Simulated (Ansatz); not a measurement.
Geometry optimisation, UKS CAM-B3LYP-D4/def2-SVP in Ansatz 0.2.0.

The input (input.yaml):

```yaml
crystal:
  periodic: [false, false, false]
  atoms:
    - { symbol: B, position_ang: [-0.003406, -0.001702, -0.156362] }
    - { symbol: F, position_ang: [-0.016003, -0.021076, 1.160911] }
    - { symbol: H, position_ang: [1.069164, 0.002809, -0.707991] }
    - { symbol: H, position_ang: [-1.065616, 0.010412, -0.727684] }
    - { symbol: C, position_ang: [0.004011, 0.002059, 3.706452] }
    - { symbol: H, position_ang: [-0.582232, -0.914443, 3.661039] }
    - { symbol: H, position_ang: [1.091596, -0.046576, 3.678575] }
    - { symbol: H, position_ang: [-0.497415, 0.968418, 3.67656] }
magnetization:
  spin_polarized: true
  initial_magnetization: 1
basis:
  gaussian: { orbitals: def2-SVP }
hamiltonian:
  xc: cam_b3lyp
  dispersion: d4
relax:
  f_tol: 0.03
  max_steps: 50
```

Run as:

```bash
$ ansatz run input.yaml --threads 2 --pin off --max-ram 3072MiB --backend cpu --events-out ev --progress --plain --runs-dir out
```

Q: Where does it end, and by what steps?

A: It converged. After 7 steps the energy has fallen by 0.090 eV; H8 moved furthest, 0.29 Å.

| step | energy less start (eV) | largest force component (eV/Å) | accepted |
| --- | --- | --- | --- |
| 0 | 0.0000 | 0.534 | yes |
| 1 | -0.0114 | 0.773 | yes |
| 2 | -0.0774 | 0.214 | yes |
| 3 | -0.0730 | 1.274 | no |
| 4 | -0.0753 | 0.538 | no |
| 5 | -0.0849 | 0.066 | yes |
| 6 | -0.0893 | 0.115 | yes |
| 7 | -0.0897 | 0.015 | yes |

```xyz
8
Properties=species:S:1:pos:R:3
B -0.005 -0.002 -0.437
F -0.020 -0.007 0.877
H 1.070 -0.004 -0.986
H -1.066 0.004 -1.010
C 0.005 0.002 3.985
H -0.581 -0.915 3.930
H 1.094 -0.047 3.963
H -0.497 0.969 3.970
```

Whether the end is a true minimum wasn't checked by a vibrational analysis.

The run took 14 s on 2 threads of Arm Neoverse V1, with other jobs on the host, peak memory 0.16 GiB.
